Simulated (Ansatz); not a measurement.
Consider the substitution at a C–C bond: `CC(C)=CN` + H–F → `C/C(F)=C/N` + CH₄.

Isolated molecules relaxed with PBE0-D4/def2-TZVP in Ansatz; ΔE leaves out vibrations. CCSD(T)/CBS adds triple-zeta CCSD(T) − MP2 to the extrapolated MP2 energy (def2 sets, frozen cores). This one scheme is used for every species. DFT in def2-TZVPP. B3LYP here is the variant with VWN-RPA as its local correlation; programs differ in this. Each species was taken in one conformer, which may not be the lowest.

`CC(C)=CN`:

```xyz
14

C    -0.170   -1.413    0.232
C     0.204    0.034    0.186
C     1.268    0.469    1.142
C    -0.335    0.905   -0.673
N    -1.238    0.636   -1.696
H     0.599   -2.044   -0.231
H    -0.272   -1.752    1.268
H    -1.114   -1.633   -0.273
H     0.977    0.270    2.180
H     2.206   -0.074    0.972
H     1.481    1.536    1.049
H    -0.007    1.940   -0.648
H    -1.892    1.380   -1.878
H    -1.707   -0.254   -1.630
```

H–F:

Z-matrix (Å, degrees):
```
F
H 1 0.920
```

`C/C(F)=C/N`:

Cartesian coordinates in Å:
```
C 1.357 1.007 -0.351
C 0.017 0.443 -0.092
F -0.972 1.378 -0.089
C -0.326 -0.824 0.113
N -1.629 -1.289 0.245
H 2.108 0.217 -0.326
H 1.620 1.759 0.400
H 1.400 1.493 -1.332
H 0.454 -1.575 0.107
H -1.730 -2.052 0.896
H -2.299 -0.558 0.430
```

CH₄:

```xyz
5

C     0.000    0.000    0.000
H    -0.532    0.763    0.568
H    -0.680   -0.460   -0.717
H     0.379   -0.761    0.681
H     0.833    0.458   -0.532
```

```tsv
level	ΔE (kJ/mol)
r2SCAN-D4	9.8
PBE0-D4	20.1
B3LYP-D4	12.3
B2PLYP	14.9
r2SCAN	8.2
PBE0	15.3
B3LYP	3.7
CCSD/def2-TZVPP	25.0
```

(1) What does CCSD(T)/CBS give? (Estimate.)

Largest T1 diagnostic among the species: 0.012.

Results:

(1) Computed: +30.0 kJ/mol. The listed levels differ from it by -20.2, -9.9, -17.7, -15.1, -21.8, -14.7, -26.3, -5.0 kJ/mol.

In def2-TZVPP, CCSD(T) changes the Hartree–Fock value by +22.6 kJ/mol (the triples alone add +1.9 kJ/mol) and MP2 by +34.0 kJ/mol. The D4 term adds +8.6 kJ/mol with B3LYP and +4.8 kJ/mol with PBE0; it sums over pairs of atoms, weighted by their polarisabilities, and B3LYP, whose exchange is more repulsive, gets the larger term. From PBE to PBE0 (25 % exact exchange), in def2-TZVPP and without D4, ΔE moves by +6.0 kJ/mol.
